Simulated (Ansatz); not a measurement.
SiNH7O, singlet: a pair in one relaxed arrangement.

The input file, in.yaml:

```yaml
crystal:
  periodic: [false, false, false]
  atoms:
    - {symbol: O, position_ang: [-0.361889, -0.451076, -2.429073]}
    - {symbol: H, position_ang: [-0.162032, -0.600064, -1.489802]}
    - {symbol: H, position_ang: [0.421381, -0.034517, -2.792612]}
    - {symbol: Si, position_ang: [0.003083, 0.805872, 1.109297]}
    - {symbol: N, position_ang: [0.031305, -0.817160, 0.486958]}
    - {symbol: H, position_ang: [1.155177, 1.528426, 0.513819]}
    - {symbol: H, position_ang: [-1.279584, 1.417071, 0.688398]}
    - {symbol: H, position_ang: [0.114582, 0.905843, 2.592698]}
    - {symbol: H, position_ang: [-0.784011, -1.388086, 0.662338]}
    - {symbol: H, position_ang: [0.861987, -1.366209, 0.657977]}
basis:
  gaussian: {orbitals: def2-SVP}
correlation: {method: ccsd_t}
```

Run by:

```bash
ansatz run in.yaml --threads 4 --pin off --events-out ev --progress --plain --max-ram 9574MiB
```

The run's output (Ansatz 0.2.0):

```
Functional definition: HF
  name "HF"
  cite "Fock, Z. Phys. 61, 126 (1930) doi:10.1007/BF01340294"
  parent pbe
  exchange = exact_x
  correlation = 0
799 factors; integrals over basis functions are off by at most 1.1e-3 eV
mean field evaluation 1: about -11483.7835 eV, gradient 4.0e1 eV
mean field evaluation 2: about -11483.7840 eV, gradient 4.0e1 eV
mean field evaluation 4: about -11487.0387 eV, gradient 2.6e0 eV
mean field evaluation 8: about -11487.0642 eV, gradient 8.5e-2 eV
mean field evaluation 16: about -11487.0625 eV, gradient 3.5e-1 eV
mean field -11487.06425356 eV, -422.1418251064 hartree, gradient 2.3e-6 eV, S^2 0.000000; 0 other end points of the search recorded, 0 dependent functions left out
7 core orbitals not correlated: weight in the atoms' cores, before any rotation towards them, 1.000 or more for the frozen orbitals, at most 0.000 for the correlated occupied ones
reference -11487.06425356 eV, -422.1418251064 hartree; 11, 11 occupied and 63, 63 virtual orbitals, 799 factors
second order -13.22461180 eV of doubles, -0.00000000 eV of singles
cycle   1  -13.97061934 eV  change   -7.5e-1 eV  update   7.2e-2
cycle   2  -14.34306569 eV  change   -3.7e-1 eV  update   2.2e-2
cycle   3  -14.39112786 eV  change   -4.8e-2 eV  update   7.6e-3
cycle   4  -14.38868684 eV  change    2.4e-3 eV  update   1.9e-3
cycle   5  -14.38892011 eV  change   -2.3e-4 eV  update   6.6e-4
cycle   6  -14.38888986 eV  change    3.0e-5 eV  update   2.0e-4
cycle   7  -14.38878385 eV  change    1.1e-4 eV  update   7.4e-5
cycle   8  -14.38876289 eV  change    2.1e-5 eV  update   2.8e-5
cycle   9  -14.38876390 eV  change   -1.0e-6 eV  update   1.1e-5
perturbative correction -0.28205632 eV, -0.0103653785 hartree
Total energy: -11501.73507378 eV, -422.6809678053 hartree
```

Hardware: 4 CPU threads of an AMD EPYC 9R45, shared host. Wall time about 0.5 s.
